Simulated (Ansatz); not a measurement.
**CF2 (SMILES F[C]F) at 6 levels**

We compute a comparison of 6 runs (HF/STO-3G, B2PLYP/STO-3G, CAM-B3LYP/STO-3G, HSE06/STO-3G, MP2/STO-3G, CCSDT/STO-3G) of CF2. 

The results are computed with Ansatz 0.2.0.

40 further runs of the same task are left out: 4 that didn't finish, 36 set aside as unsound or not needed.

## 1. The molecule

The species is CF2 (3 atoms), meant as a singlet with charge 0. As SMILES, `F[C]F`. The C2–F1 distance was set to 1.979 Å, away from the relaxed value. At this shape a bond of the SMILES string is far longer than usual.

Bond lengths: C2–F3 1.320 Å. A long bond or contact: F1–C2 1.979 Å.

## 2. The energy at HF/STO-3G (run 1)

The input, run.yaml:

```yaml
crystal:
  periodic: [false, false, false]
  atoms:
    - {symbol: F, position_ang: [0.431999, 1.685262, 0.424286]}
    - {symbol: C, position_ang: [0.326820, -0.272180, 0.149730]}
    - {symbol: F, position_ang: [-0.723760, -0.760620, -0.482500]}
basis:
  gaussian:
    orbitals: STO-3G
hamiltonian:
  xc: hf
accuracy: high
```

Started as:

```sh
$ ansatz run run.yaml --threads 1 --pin off --max-ram 2610MiB --events-out events.jsonl --progress --plain --runs-dir runs
```

The log of the run:

```text
Warning: RAYON_NUM_THREADS=1 ignored (pool sized by the plan → 1); use --threads N
Functional definition: HF
  name "HF"
  exchange = exact_x
  correlation = 0
244 factors; integrals over basis functions are off by at most 3.7e-8 eV
mean field evaluation 1: about -6338.6169 eV, gradient 2.6e1 eV
mean field evaluation 2: about -6338.7022 eV, gradient 2.6e1 eV
mean field evaluation 4: about -6344.9255 eV, gradient 8.5e0 eV
mean field evaluation 8: about -6345.8398 eV, gradient 3.7e-1 eV
mean field evaluation 16: about -6345.8216 eV, gradient 1.1e-8 eV
mean field -6345.82160505 eV, -233.2046426331 hartree, gradient 1.1e-8 eV, S^2 0.000000; 0 other end points of the search recorded, 0 dependent functions left out
reference -6345.82160505 eV, -233.2046426331 hartree; 12, 12 occupied and 3, 3 virtual orbitals, 244 factors
Total energy: -6345.82160505 eV, -233.2046426331 hartree
```

Wall time 0.08 s (1 thread of Arm Neoverse V1, shared host).

## 3. The energy at B2PLYP/STO-3G (run 2)

The input, in.yaml:

```yaml
crystal:
  periodic: [false, false, false]
  atoms:
    - {symbol: F, position_ang: [0.431999, 1.685262, 0.424286]}
    - {symbol: C, position_ang: [0.326820, -0.272180, 0.149730]}
    - {symbol: F, position_ang: [-0.723760, -0.760620, -0.482500]}
basis:
  gaussian: {orbitals: STO-3G}
hamiltonian: {xc: {name: B2PLYP}}
correlation: {frozen_orbitals: {C: 1, F: 1}}
accuracy: high
```

Started as:

```sh
$ ansatz run in.yaml --threads 1 --pin off --max-ram 2610MiB --events-out events.jsonl --progress --plain --runs-dir runs
```

The log of the run, cut to the lines that bear on the results:

```text
Warning: RAYON_NUM_THREADS=1 ignored (pool sized by the plan → 1); use --threads N
Functional definition: B2PLYP
  name "B2PLYP"
[...]
244 factors; integrals over basis functions are off by at most 3.7e-8 eV
[...]
mean field -6363.82648864 eV, -233.8663099010 hartree, gradient 2.1e-8 eV, S^2 0.000000; 2 other end points of the search recorded, 0 dependent functions left out; unrestricted orbitals would lower it
3 core orbitals not correlated: weight in the atoms' cores, before any rotation towards them, 1.000 or more for the frozen orbitals, at most 0.000 for the correlated occupied ones
reference -6363.82649836 eV, -233.8663102582 hartree; 9, 9 occupied and 3, 3 virtual orbitals, 244 factors
second order -6.07316483 eV of doubles, -0.00000000 eV of singles
Total energy: -6365.46625286 eV, -233.9265701247 hartree
```

Wall time 1.1 s (1 thread of Arm Neoverse V1, shared host).

Runs 3 to 4 aren't shown in full; the table further down has their settings and results.

## 4. The energy at MP2/STO-3G (run 5)

The input, molecule.yaml:

```yaml
crystal:
  periodic: [false, false, false]
  atoms:
    - {symbol: F, position_ang: [0.431999, 1.685262, 0.424286]}
    - {symbol: C, position_ang: [0.326820, -0.272180, 0.149730]}
    - {symbol: F, position_ang: [-0.723760, -0.760620, -0.482500]}
basis:
  gaussian: {orbitals: STO-3G}
total_charge: 0
accuracy: high
correlation: {method: mp2, frozen_orbitals: {C: 1, F: 1}}
```

Started as:

```sh
$ ansatz run molecule.yaml --threads 1 --pin off --max-ram 2610MiB --events-out events.jsonl --progress --plain --runs-dir runs
```

The log of the run, cut to the lines that bear on the results:

```text
Warning: RAYON_NUM_THREADS=1 ignored (pool sized by the plan → 1); use --threads N
Functional definition: HF
  name "HF"
[...]
244 factors; integrals over basis functions are off by at most 3.7e-8 eV
[...]
mean field -6345.82160505 eV, -233.2046426331 hartree, gradient 1.1e-8 eV, S^2 0.000000; 0 other end points of the search recorded, 0 dependent functions left out; unrestricted orbitals would lower it
unrestricted determinant -6348.19487389 eV, -233.2918586545 hartree, S^2 0.8939
3 core orbitals not correlated: weight in the atoms' cores, before any rotation towards them, 1.000 or more for the frozen orbitals, at most 0.000 for the correlated occupied ones
reference -6345.82160505 eV, -233.2046426331 hartree; 9, 9 occupied and 3, 3 virtual orbitals, 244 factors
second order -3.66165588 eV of doubles, -0.00000000 eV of singles
Total energy: -6349.48326093 eV, -233.3392060048 hartree
```

It took 0.1 s on 1 thread of Arm Neoverse V1, shared host.

## 5. The energy at CCSDT/STO-3G (run 6)

Edit run.yaml of step 2 so:

```diff
@@ -9,4 +9,7 @@
     orbitals: STO-3G
-hamiltonian:
-  xc: hf
+correlation:
+  method: ccsdt
+  frozen_orbitals: {C: 1, F: 1}
 accuracy: high
+scf:
+  omitted_lower_state_checks: [cluster_reference, increment]
```

Started as:

```sh
$ ansatz run run.yaml --threads 1 --pin off --max-ram 2610MiB --events-out events.jsonl --progress --plain --runs-dir runs
```

The log of the run:

```text
Warning: RAYON_NUM_THREADS=1 ignored (pool sized by the plan → 1); use --threads N
[... 12 lines left out ...]
3 core orbitals not correlated: weight in the atoms' cores, before any rotation towards them, 1.000 or more for the frozen orbitals, at most 0.000 for the correlated occupied ones
[... 51 lines left out ...]
WARN: these amplitudes may be one of several solutions (largest doubles amplitude 0.39, level shift 4.24 eV)
Total energy: -6351.34793923 eV, -233.4077316683 hartree
Checks for a lower state left out: cluster_reference, increment
```

Run time: 0.44 s. Hardware: 1 thread of Arm Neoverse V1, shared host.

## 6. The series

```
run             level  frozen core orbitals  energy (Eh)  wall time
  1         HF/STO-3G                     –  -233.204643     0.08 s
  2     B2PLYP/STO-3G                     3  -233.926570      1.1 s
  3  CAM-B3LYP/STO-3G                     –  -234.091880     0.81 s
  4      HSE06/STO-3G                     –  -233.987256     0.83 s
  5        MP2/STO-3G                     3  -233.339206      0.1 s
  6      CCSDT/STO-3G                     3  -233.407732     0.44 s
```

## 7. Outcome

| quantity | value |
| --- | --- |
| run 6: total energy | -233.40773 Eh |
| run 6: correlation energy (3 core orbitals frozen) | -203.1 mEh |
| run 6: T1 diagnostic | 0.040 |

What this shows: Below the HF energy at the same shape and in the same basis (STO-3G): MP2 -134.6 mEh; CCSDT -203.1 mEh. Totals of different functionals can't be ranked against each other. In runs 2, 5, 6 the log says that unrestricted orbitals would lower the reference, so the values rest on an unstable closed-shell determinant (other closed-shell runs at this shape may share the fault). In runs 1, 2, 3, 4, 5, 6 the basis is minimal, so the values are rough. All runs together took 3.4 s, the longest 1.1 s.
